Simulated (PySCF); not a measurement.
## `InChI=1S/C3H4F2S/c4-2-1-6-3(2)5/h2-3H,1H2/t2-,3+/m1/s1`

Geometry (Å), atoms numbered from 1 in this order:
```xyz
10

F     0.445    0.430   -1.763
C     0.111    0.546   -0.447
C     1.066   -0.143    0.523
S    -0.342   -0.705    1.554
C    -1.142   -0.239   -0.028
F    -1.385   -1.316   -0.814
H    -0.009    1.614   -0.237
H     1.571   -0.995    0.071
H     1.772    0.496    1.044
H    -2.078    0.315    0.073
```

Computed, not measured: TDDFT wB97X-D/aug-cc-pVDZ circular dichroism and optical rotation, one conformer, gas phase in PySCF. Geometry: GFN2-xTB.

(1) What are the CIP labels of the stereocentres?

(2) Which excitations and rotatory strengths does the calculation give?

Results:

(1) C2 R, C5 S.

(2) Rotatory strengths R in 10⁻⁴⁰ esu² cm², velocity form and length form (origin at the centre of mass); f in length form.
```
state  E (eV)  λ (nm)       f  R (velocity)  R (length)                                    main
    1    5.15     241  0.0007          +3.9        +3.4      HOMO→LUMO+1 0.51, HOMO→LUMO+4 0.43
    2    6.49     191   0.033          -9.8        -9.7        HOMO→LUMO 0.35, HOMO→LUMO+2 0.30
    3    6.71     185   0.017          -5.1        -5.0        HOMO→LUMO 0.48, HOMO→LUMO+2 0.14
    4    7.31     170   0.031         +15.7       +16.3  HOMO−1→LUMO+1 0.48, HOMO−1→LUMO+4 0.29
    5    7.33     169   0.017         +23.3       +22.7      HOMO→LUMO+4 0.25, HOMO→LUMO+1 0.23
    6    7.63     162   0.015         -11.5       -11.8      HOMO→LUMO+3 0.32, HOMO→LUMO+2 0.19
    7    7.71     161   0.044          +3.1        +2.4      HOMO→LUMO+6 0.46, HOMO→LUMO+5 0.10
    8    8.06     154   0.004          +1.4        +1.3                        HOMO−1→LUMO 0.67
    9    8.15     152   0.003          +0.9        +1.0  HOMO−2→LUMO+1 0.46, HOMO−2→LUMO+4 0.23
   10    8.22     151   0.027         +27.0       +27.1      HOMO→LUMO+5 0.41, HOMO→LUMO+6 0.11
   11    8.33     149   0.047         +11.9       +13.1    HOMO→LUMO+8 0.35, HOMO−1→LUMO+2 0.12
   12    8.37     148   0.039          -5.1        -5.2    HOMO→LUMO+8 0.22, HOMO−1→LUMO+2 0.20
   13    8.59     144   0.018          -7.6        -8.7      HOMO→LUMO+7 0.42, HOMO−2→LUMO 0.15
   14    8.61     144   0.031         -12.4       -12.4      HOMO−2→LUMO 0.39, HOMO→LUMO+7 0.16
   15    8.76     142   0.005          +8.6        +8.7                        HOMO→LUMO+9 0.71
   16    8.88     140   0.028         +14.3       +14.0  HOMO−1→LUMO+6 0.39, HOMO−3→LUMO+1 0.11
```

Among the states computed, the strongest CD band (largest |R|) is state 10. The largest dissymmetry factor in size, g = 4R/(D+G), with D and G the electric and magnetic dipole strengths, is +0.041 for state 1 (velocity form, f = 0.0007), among bands with |R| over 0.5. The mirror image has the same energies and oscillator strengths and all R with the opposite sign.
